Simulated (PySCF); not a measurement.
Computed spectra and the visible range. Vertical TDDFT excitations of isolated species (PySCF; the level stands beside each; core orbitals frozen in the response), one conformer each, no solvent. Relativistic effects are left out although some hold elements past zinc. Ions are computed without counter-ions or solvent.

1. `CC(C)(C)[P@H](=O)P`
2. `S=c1cc1`
3. `[Cl][Ge-]([Cl])([Cl])([Cl])[Cl]`
4. `[O]=[V]([Cl])([Cl])[Cl]`
5. `[CH3][Mg][Br]`
6. `C#CC(Br)=C=O`

**Question.** For which of them does the calculation put a singlet between 380 and 750 nm?

**Answer.** 6.

1. (wB97X-D/def2-SVPD on a GFN2-xTB geometry) 198 nm (f 0.004); 188 nm (f 0.186); 176 nm (f 0.014); 175 nm (f 0.016); 172 nm (f 0.136).
2. (wB97X-D/def2-SVPD on a GFN2-xTB geometry) 358 nm (f 0.000); 326 nm (f 0.000); 241 nm (f 0.012); 211 nm (f 0.257); 204 nm (f 0.071). No computed singlet lies in the visible range (380 to 750 nm); the lowest, at 358 nm, stands 0.20 eV above its violet end (3.26 eV); a Tamm–Dancoff triplet lies at 391 nm, without intensity as long as spin–orbit coupling is left out.
3. (B3LYP/def2-SVPD on a PBE0-D3(BJ)/def2-SVP geometry) 320 nm (f 0.000 summed over 2 states); 285 nm (f 0.024 summed over 2 states); 267 nm (f 0.061); 253 nm (f 0.000); 230 nm (f 0.001).
4. (CAM-B3LYP/def2-SVPD on a PBE0-D3(BJ)/def2-SVP geometry) 346 nm (f 0.000); 339 nm (f 0.000 summed over 2 states); 328 nm (f 0.001); 316 nm (f 0.057 summed over 2 states); 281 nm (f 0.005). No computed singlet lies in the visible range (380 to 750 nm); the lowest, at 346 nm, stands 0.32 eV above its violet end (3.26 eV).
5. (PBE0/def2-SVPD on a PBE0-D3(BJ)/def2-SVP geometry) 218 nm (f 0.075 summed over 2 states); 216 nm (f 0.334); 203 nm (f 0.113 summed over 2 states); 190 nm (f 0.000 summed over 2 states); 190 nm (f 0.000).
6. (wB97X-D/def2-SVPD on a PBE0-D3(BJ)/def2-SVP geometry) 479 nm (f 0.000); 247 nm (f 0.004); 241 nm (f 0.000); 234 nm (f 0.000); 224 nm (f 0.043). S1 lies in the visible range (380 to 750 nm), at 479 nm, dark in the vertical dipole picture (f under 0.0005); light of that wavelength is blue to green-blue, and its complementary colour is yellow to orange; a Tamm–Dancoff triplet lies at 547 nm, without intensity as long as spin–orbit coupling is left out.
